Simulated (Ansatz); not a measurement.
**Four-centre ligand exchange**

Start structure (CH$_{7}$BO, closed shell), relaxed at PBE0-D4/def2-TZVP:

| atom | x (Å) | y (Å) | z (Å) |
| --- | --- | --- | --- |
| B1 | -0.2228 | -1.3119 | -0.1469 |
| H2 | 0.3370 | -1.2253 | -1.2200 |
| H3 | -1.4225 | -1.1943 | -0.1972 |
| H4 | 0.1805 | -2.2013 | 0.5630 |
| H5 | 1.1953 | -0.0517 | 0.8439 |
| O6 | 0.2523 | 0.0335 | 0.6681 |
| C7 | -0.0167 | 1.2681 | -0.0069 |
| H8 | 0.3346 | 2.0963 | 0.6087 |
| H9 | 0.4583 | 1.2718 | -0.9894 |
| H10 | -1.0964 | 1.3150 | -0.1235 |

The step: CH₄O ([CH3][OH]) + BH₃ → CH₅BO ([BH2][O][CH3]) + H₂; bonds formed: H2–H5; dative contacts that become bonds: B1–O6; bonds broken: B1–H2, H5–O6. Computed with Ansatz 0.2.0 (basis: def2-TZVPP and def2-QZVPP); correlated methods freeze the cores. Extrapolation: Hartree–Fock as exp(−7.88 √X), correlation as X^−2.97. Energies below are by CCSD(T) at an estimated basis limit (MP2 extrapolated from triple and quadruple zeta, plus CCSD(T) − MP2 in triple zeta).

Q: What are the electronic barrier and the energy of the step, from the start structure to the end structure? (Judge from chemistry; the value comes from the calculation.)

A: The calculation gives: Barrier 110.1 kJ/mol; step energy -57.2 kJ/mol (downhill); reverse barrier, their difference, 167.3 kJ/mol. Barrier and step energy count from the start structure, the reverse barrier from the end structure.

The saddle point: One imaginary mode of 1334i cm⁻¹.
| pair | start (Å) | saddle (Å) | end (Å) |
| --- | --- | --- | --- |
| B1–O6 | 1.64 | 1.56 | 1.34 |
| H2–H5 | 2.52 | 1.02 | 0.75 |
| B1–H2 | 1.21 | 1.34 | 4.40 |
| H5–O6 | 0.96 | 1.27 | 2.62 |

Zero-point energy (harmonic, PBE0-D4): ZPE is 222.5 kJ/mol at the start and 209.3 kJ/mol at the saddle, so the barrier goes from 110.1 to 96.9 kJ/mol.

First-order rate constant out of the start structure at 898 K by transition-state theory, with harmonic vibrational free energies alone and no tunnelling: ΔA‡ = 104.6 kJ/mol, so k = (kB T/h) exp(−ΔA‡/kB T) ≈ 10^7 s⁻¹ (an order of magnitude at best: rotation, the number of equivalent paths and anharmonicity are left out).

No T1 diagnostic of these runs exceeds 0.015.

The step is the kind of ligand exchange by which a precursor binds to a hydroxyl group, or is hydrolysed, in atomic layer deposition of oxides.

Labels in which every atom is bracketed show which atoms are joined, not bond orders.

For scale, one of the runs: CCSD(T)/def2-TZVPP, 191 basis functions, launched by `ansatz run in.yaml --threads 2 --pin off --events-out ev --progress --plain --max-ram 4352MiB`. Time: 39 s of wall clock on 2 CPU threads of an Arm Neoverse V2; the host was shared. Peak host memory: 2.2 GiB.
